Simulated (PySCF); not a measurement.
Gas-phase reaction: (CH3)2Si + SiO2 + 6 C3H7 (n-propyl) ⇌ Si2O2 + 4 CH3C(CH3)2CH3, at 800 K and a standard pressure of 1 bar. Level: PBE/def2-TZVP†.

Energies from PySCF, thermal terms from the rigid-rotor harmonic-oscillator model, ideal gas at 1 bar. † marks an energy on the PBE0/def2-TZVP geometry and frequencies. Open shells (unrestricted): C3H7 (n-propyl) (multiplicity 2); the rest are closed-shell singlets. No R ln 2 is added for the mirror-image form of (CH3)2Si, C3H7 (n-propyl). (CH3)2Si, Si2O2: computed as isolated molecules; such fragments, hydroxides, amides, oligomers or adducts are transient or little studied in the gas. The harmonic model lacks anharmonicity and excited electronic states, which grow with temperature; levels with a mode under 35 cm⁻¹ are left out. Internal rotation in (CH3)2Si, C3H7 (n-propyl), CH3C(CH3)2CH3 is treated as a harmonic vibration of one conformer, which makes the entropy rough.

| species | E (Ha) | H(800 K) − E (kJ/mol) | S°(800 K) (J/mol/K) |
|---|---|---|---|
| (CH3)2Si | -369.03475 | 260.9 | 405.9 |
| SiO2 | -439.73462 | 55.4 | 281.5 |
| C3H7 (n-propyl) | -118.33415 | 304.2 | 394.6 |
| Si2O2 | -729.17039 | 71.3 | 339.0 |
| CH3C(CH3)2CH3 | -197.54316 | 534.6 | 483.2 |
E: electronic energy; H − E holds the zero-point and thermal terms. 1 Ha = 2625.5 kJ/mol.

Task: Work out ΔH°, ΔS°, ΔG° and log10 K from these numbers.

Result: 1. ΔE = 1×(-729.17039) + 4×(-197.54316) − 1×(-369.03475) − 1×(-439.73462) − 6×(-118.33415) = -0.56876 Ha = -1493.3 kJ.
2. Δ(H − E) = 1×(71.3) + 4×(534.6) − 1×(260.9) − 1×(55.4) − 6×(304.2) = 68.2 kJ, so ΔH° = -1425.1 kJ.
3. ΔS° = 1×(339.0) + 4×(483.2) − 1×(405.9) − 1×(281.5) − 6×(394.6) = -783.2 J/K; the number of gas molecules changes by -3.
4. ΔG° = ΔH° − TΔS° = -1425.1 − 800×(-783.2)/1000 = -798.5 kJ.
5. log10 K = −ΔG°/(RT ln 10) = 52.12, with RT ln 10 = 15.32 kJ/mol; at standard pressures the products are favoured.
6. A shift of 10 kJ in ΔE would move log10 K by 0.65 here.
For scale, ΔH°(298 K) is -1419 kJ at this level, -1574 kJ at ωB97M-V/def2-TZVP†, and runs from -1731 to -1151 kJ over the 18 levels computed.
